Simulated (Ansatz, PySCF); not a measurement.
Molecule: cyanoethylene, C3H3N (charge 0, singlet). SMILES: C=CC#N
Geometry: optimised at B3LYP-D3(BJ)/def2-TZVP (Ansatz, a program for electronic structure).

Wanted: size of the dipole moment, in D. Terms: spin-orbit terms left out; 6-311+G** with 5d; six Cartesian d functions in 6-31G* and its kin unless marked 5d; dispersion terms only where a functional's name holds one; LANL2DZ all-electron up to Ne; non-relativistic. First-principles rows: single points at B3LYP-D3(BJ) geometries (Ansatz).

Measured values: NIST CCCBDB, as tabulated in the package chemicals; dipoles are vibrational averages. 

Value to compare with, the measured value: 3.87 D.

```tsv
level	program	size of the dipole moment (D)	error
PBE/STO-3G	Ansatz	3.01	-0.86
PBE/LANL2DZ	Ansatz	3.88	0.01
BP86/def2-SVP	PySCF	3.67	-0.20
B3LYP/def2-SVP	Ansatz	3.75	-0.12
PBE0/6-311+G**	Ansatz	4.06	0.19
M06-2X/6-31G* (5d)	PySCF	3.86	-0.01
```

Among the 6 habitual levels, PBE/STO-3G lies farthest from the measured value (-0.86 D); 2 of 6 lie above it, and their mean absolute error is 0.23 D, the median 0.15. One case shows no general order.

The levels are drawn from those run, B3LYP/6-31G* more often than the rest, none by its result; runs whose electronic state is in doubt are left out.
